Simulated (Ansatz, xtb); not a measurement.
CH6NO2+: where a starting geometry ends

The starting geometry of this gas-phase singlet was built from a drawn formula by distance geometry and a force field; its bonds are those of `OCN[OH2+]`.

```
atom   x (Å)    y (Å)   z (Å)
   C  0.7798   0.1843  1.4282
   N  0.6360  -1.2664  1.5332
   O  2.1941   0.5216  1.2902
   O  2.0029  -1.6950  1.9495
   H  2.2174   1.4640  1.0592
   H  0.4037   0.6319  2.3305
   H  0.2418   0.5459  0.5427
   H  0.0964  -1.4915  2.3171
   H  2.3203  -2.4725  1.3676
   H  2.6511  -0.9730  1.8771
```

Q: Predict what it relaxes into with r2SCAN-D4/def2-SVP.

A: It keeps its links, though one stretches towards breaking, and is `OCN[OH2+]`. Distances that change by over a tenth: O4–H10 (0.97 → 1.11 Å).

The energy falls by 0.57 eV over 10 steps:

```tsv
step	E − E(last) (eV)
1	0.574
2	0.246
3	0.142
4	0.057
5	0.023
6	0.004
7	0.002
8	0.001
9	0.000
10	0.000
```

Final geometry (Å):

```xyz
10

C     0.7682    0.1891    1.4289
N     0.7223   -1.2773    1.4166
O     2.1146    0.4223    1.0189
O     2.0139   -1.6195    2.0893
H     2.4302    1.3104    1.2600
H     0.5845    0.6445    2.4204
H     0.0333    0.5394    0.6866
H     0.0174   -1.6154    2.0845
H     2.3366   -2.4173    1.6184
H     2.5226   -0.7270    1.6718
```

From the same start GFN2-xTB ends elsewhere, at `ONC[OH2+]`.

No frequencies were run, so the end isn't proven a minimum. Run with Ansatz 0.2.0, 11 s on 2 threads of Intel(R) Xeon(R) Platinum 8488C (Sapphire Rapids), on a shared host.
